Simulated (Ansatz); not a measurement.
# BHOSi: the cost of one run

Program: Ansatz 0.2.0, Gaussian basis. Level of theory: def2-TZVPP, core rule «outside noble gas», up to 7 orbitals frozen. These are calculated values, not measurements.

Plan: UHF; ROHF; CCSD(T) on UHF.

2 further runs of the same task are left out: 2 set aside as unsound or not needed.

## Step 1: What is computed

The geometry is a PBE0/def2-TZVP stationary point (not a proven minimum) of the parent state, kept for this charge and spin.

4 atoms, charge 1, spin multiplicity 2.

Atoms are counted from 1 here; the program's logs count them from 0.

Bond lengths: B1–O2 1.301 Å, B1–H4 1.196 Å, O2–Si3 1.661 Å. Angles: O2–B1–H4 128.4°, B1–O2–Si3 176.8°.

## Step 2: UHF

in.yaml

```yaml
crystal:
  periodic: [false, false, false]
  atoms:
    - {symbol: B, position_ang: [0.000012, -0.289616, 0.856663]}
    - {symbol: O, position_ang: [-0.000018, -0.171632, -0.439229]}
    - {symbol: Si, position_ang: [0.000003, -0.114843, -2.099559]}
    - {symbol: H, position_ang: [0.000004, 0.576091, 1.682126]}
basis:
  gaussian: {orbitals: def2-TZVPP}
total_charge: 1
magnetization: {spin_polarized: true, initial_magnetization: 1}
hamiltonian: {xc: hf}
output: {orbitals: {seedname: orbitals}}
```

Started as:

```console
$ ansatz run in.yaml --threads 1 --pin off --events-out ev --progress --plain --max-ram 4096MiB --backend cpu
```

**Question.** How long does this run take on 1 thread of AMD EPYC 7R13, shared host, and how much memory does it need?

About 9.5 s, with a peak of 0.27 GiB.
